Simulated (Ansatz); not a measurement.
Worked example: the enthalpy of CHFO → CO + HF

Species: CHFO `O=CF`, singlet; CO (carbon monoxide), singlet; HF (hydrogen fluoride), singlet. 

Shapes, held fixed at every level: PBE0-D4/def2-TZVP. Programs: Ansatz 0.2.0. The zero-point and thermal terms to 298 K, harmonic and unscaled (PBE0-D4/def2-TZVP), stand in the table.

At wB97M-V/def2-TZVPP; 1 Eh = 2625.50 kJ/mol:

```
species  energy (Eh)  H(298 K) − E (kJ/mol)  tabulated ΔfH (kJ/mol)
   CHFO  -213.807519                   65.5                  -382.5
     CO  -113.338658                   22.1                  -110.5
     HF  -100.460723                   33.5                  -272.7
```

Q: Work out the reaction enthalpy at 298 K from the calculation and from the table of heats.

A: 
1. Electronic: (-113.338658) + (-100.460723) − [(-213.807519)] = 0.008138 Eh = +21.4 kJ/mol.
2. Zero-point and thermal: (22.1) + (33.5) − [(65.5)] = -9.9 kJ/mol.
3. Computed ΔH = +11.5 kJ/mol.
4. From the heats of formation (Active Thermochemical Tables): (-110.5) + (-272.7) − [(-382.5)] = -0.7 kJ/mol.
5. Computed less tabulated: +12.2 kJ/mol. Tabulated heats carry uncertainties of their own.
